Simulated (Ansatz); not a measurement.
Molecule: C₅H₄N, net charge 0, doublet state. It need not be the lowest isomer of its formula. 
Coordinates optimised at B3LYP-D3(BJ)/def2-TZVP (Ansatz, a first-principles code):
```xyz
10

N     -0.0103    -0.0614     1.3755
C      0.0111    -0.0508    -1.4211
C     -0.0095     1.0781     0.6871
C     -0.0006    -1.2201     0.6987
C      0.0099    -1.1984    -0.6747
C      0.0009     1.1460    -0.7023
H      0.0195    -0.0579    -2.5041
H     -0.0176     1.9883     1.2770
H     -0.0015    -2.1334     1.2804
H      0.0011     2.1033    -1.2084
```
Charge 0, spin multiplicity 2.

Property: atomisation energy (electronic, to ground-state atoms), in kJ/mol. Valence correlation only, unless marked. UHF or UKS for open shells. No spin-orbit coupling. No relativistic terms. The coupled-cluster limit lacks core correlation, which all-electron functionals hold. CBS marks a two-point X^-3 extrapolation of the correlation energy; Hartree-Fock from the larger set. The bracket is a focal-point correction in the basis named.

The UHF reference is spin-contaminated (<S^2> 0.62 over the pure value in the largest basis). The T1 diagnostic of CCSD in the largest basis is 0.048, which is high, so the coupled-cluster rows are less sure than usual.

| level | program | atomisation energy (kJ/mol) |
|---|---|---|
| B3LYP-D3(BJ)/def2-TZVPD | Ansatz + dftd3 | 4715.9 |
| BHLYP-D3(BJ)/def2-TZVPD | Ansatz + dftd3 | 4524.7 |
| BHLYP-D4/def2-TZVPD | Ansatz + dftd4 | 4519.3 |
| r2SCAN0/def2-TZVPD | Ansatz | 4630.0 |
| HSE06-D3(BJ)/def2-TZVPD | Ansatz + dftd3 | [?] |
| CCSD/6-31G* | Ansatz | [?] |
| RI-MP2/CBS(cc-pVTZ,cc-pVQZ)+[CCSD(T)-MP2]/cc-pVDZ | Ansatz | 4642.5 |

Question: Some entries are withheld; supply them.

Answer: 
- HSE06-D3(BJ)/def2-TZVPD, atomisation energy (kJ/mol): 4788.6
- CCSD/6-31G*, atomisation energy (kJ/mol): 4223.4
